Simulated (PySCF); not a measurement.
S₃: fields on a plane

Level of theory: PBE0 in PySCF with S def2-TZVP; no relativity; density-fitted integrals.

The singlet minimum has S–S 1.905 Å (×2); S–S–S 118.0°.

The plane holds S1 at (0.00, 0.00), S2 at (1.90, 0.00), S3 at (-0.90, 1.68) Å. Columns run from x = -2.85 to 4.35 Å, rows from y = 4.05 (top) to -1.95 Å, in steps of 0.3 Å. Other isomers or separated fragments may lie lower.

Give the electrostatic potential (V) (cut at 20 V). Lower edges of the bins (V): '0' -0.54, '1' -0.42, '2' -0.23, '3' 0.08, '4' 0.56, '5' 1.33, '6' 2.54, '7' 4.46, '8' 7.51, '9' 12.34; top 20.0.


```
3333332222111111222222222
3333333221111111112222222
3333343321100111111222222
3334455432100011111122222
3345667654200000111112222
3346789986420000001111222
2356899998631100000111222
2357999999753210000011222
1247999999854322111111222
1147999999865444443222222
0135899999876667775433222
1124689999998899998653333
1123568999999999999864333
2223468999999999999865433
2233468999999999999865433
2233457999999999999864433
2333456799998889998654333
3333345677876667776543333
3333334455655444443332222
3333333344444322111222222
3333333333333221001122222
```

Give the electron localisation function (set to 0 where the density is under 0.005 e/Å³). Lower edges of the bins: '0' 0.000, '1' 0.097, '2' 0.195, '3' 0.292, '4' 0.390, '5' 0.487, '6' 0.584, '7' 0.682, '8' 0.779, '9' 0.877; top 0.97.


```
0000000000000000000000000
0000001222000000000000000
0000123555530000000000000
0001356788763000000000000
0124578999874000000000000
1246788999984000000000000
2578872389973000010000000
4789817719861001455400000
5799907717740014787640000
5899924417630137999863000
5789984478642368999874100
4678876788655678999974100
2455445740037761029874100
0111124508808818735874100
0000026708807718735864100
0000148960037761028863100
0000169999864578999863100
0000269999852479999862000
0000268998621268998742000
0000036876200147887530000
0000002442000025665300000
```
